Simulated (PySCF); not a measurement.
H4N2, SMILES NN.

Geometry: B3LYP-D3(BJ)/def2-TZVP.

Two levels are set side by side: PBE/def2-TZVPD (PySCF) and PBE0/def2-TZVPD (PySCF). Same geometry, gas phase. Differences are taken from unrounded values.

| quantity | PBE0 | PBE | PBE minus PBE0 |
|---|---|---|---|
| orbital gap (eV) | 7.60 | 5.36 | -2.24 |
| highest occupied level (eV) | -7.24 | -5.71 | 1.53 |
| lowest empty level (eV) | 0.35 | -0.35 | -0.71 |
| dipole moment (D) | 1.90 | 1.85 | -0.05 |
| mean polarisability (bohr³) | 22.6 | 24.0 | 1.3 |

Without exact exchange PBE keeps part of each electron's self-repulsion, which lifts occupied levels and narrows the gap. PBE's more diffuse valence density responds more strongly to a field. Differences between two approximate levels are no errors against the true value.

Rough cost on one machine, each run with all the roots and properties that it gave: PBE0 against PBE within a factor of 2.
